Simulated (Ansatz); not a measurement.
The input, for Ansatz 0.2.0:

```yaml
crystal:
  periodic: [false, false, false]
  atoms:
    - {symbol: B, position_ang: [0.000000, 0.102177, 1.106663]}
    - {symbol: N, position_ang: [0.000000, -0.150690, -0.753248]}
    - {symbol: H, position_ang: [0.000000, 0.998107, -1.402482]}
basis:
  gaussian: {orbitals: 6-31G}
magnetization: {spin_polarized: true, initial_magnetization: 3}
hamiltonian: {pseudopotentials: {relativity: none}}
correlation: {method: mp2, electrons: valence}
accuracy: high
output: {forces: true}
```

```sh
$ ansatz run in.yaml --threads 1 --pin off --events-out ev --progress --plain --max-ram 2393MiB
```

Q: One thing in this input was set wrong on purpose, beside settings that are merely unusual. What is the gravest fault, and what does the program do?

A: Coordinates in the wrong unit (values in bohr typed as Å, so distances are 1.89 times too long). How the run ends: converged.
```
482 factors; integrals over basis functions are off by at most 3.3e-9 eV
mean field evaluation 1: about -2158.8397 eV, gradient 8.8e0 eV
mean field evaluation 2: about -2158.8442 eV, gradient 8.8e0 eV
mean field evaluation 4: about -2160.7471 eV, gradient 3.2e0 eV
mean field evaluation 8: about -2161.3103 eV, gradient 4.7e-1 eV
mean field evaluation 16: about -2161.3254 eV, gradient 1.1e-6 eV
mean field evaluation 32: about -2161.3262 eV, gradient 4.8e-4 eV
mean field evaluation 64: about -2161.3254 eV, gradient 2.1e-2 eV
mean field evaluation 96: about -2161.3195 eV, gradient 1.6e-8 eV
mean field -2161.32618167 eV, -79.4272721770 hartree, gradient 9.8e-8 eV, S^2 3.912675; 9 other end points of the search recorded, 0 dependent functions left out
2 core orbitals not correlated: weight in the atoms' cores, before any rotation towards them, 1.000 or more for the frozen orbitals, at most 0.000 for the correlated occupied ones
reference -2161.32618167 eV, -79.4272721770 hartree; 6, 3 occupied and 12, 15 virtual orbitals, 482 factors
second order -2.75393390 eV of doubles, -0.00000000 eV of singles
the calculation of the forces begins
Total energy: -2164.08011557 eV, -79.5284773811 hartree
Atom 0 at     0.000000     0.102177     1.106663 Å, force    -0.000000    -0.126234    -3.784106 eV/Å
Atom 1 at     0.000000    -0.150690    -0.753248 Å, force     0.000000     5.073401     0.359689 eV/Å
Atom 2 at     0.000000     0.998107    -1.402482 Å, force    -0.000000    -4.947167     3.424417 eV/Å
Dipole moment:     0.013124     0.291059     0.189940 e Å
```
